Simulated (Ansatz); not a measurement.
**CH6BSi+: structure from calculated spectroscopic constants**

These gas-phase data were calculated for one isomer of CH6BSi+ at PBE0-D3(BJ)/def2-SVP (harmonic, unscaled wavenumbers; equilibrium rotational constants with average atomic masses):

| Property | Result |
| --- | --- |
| rotational constants | 24.65, 5.47, 4.799 GHz |
| all wavenumbers above 1500 cm⁻¹ | 3195, 3115, 3030, 2733, 2612, 2281 |

Candidates:

(1) `B[SiH+]C`, a singlet
(2) `[BH+]C[SiH3]`, a singlet
(3) `C[B+][SiH3]`, a singlet

Which structure fits?

Candidate (1). The band at 2733 cm⁻¹ lies where the B–H stretch is expected; (3) has no mode between 2350 and 2900 cm⁻¹. 2 modes lie between 2350 and 2900 cm⁻¹, one for each B–H bond, while (2) has 1.

The same quantities for all candidates:

```tsv
	rotational constants (GHz)	wavenumbers above 1500 cm⁻¹	E above the lowest, PBE0-D3(BJ)/def2-SVP (kcal/mol)
(1)	24.65, 5.47, 4.799	3195, 3115, 3030, 2733, 2612, 2281	3.4
(2)	25.24, 5.52, 4.952	3107, 3032, 2838, 2317, 2314, 2282	2.2
(3)	52.72, 3.51, 3.51	3099, 3099, 2997, 2278, 2278, 2250	0.0
```

Each candidate is one conformer. Programs: Ansatz 0.2.0.
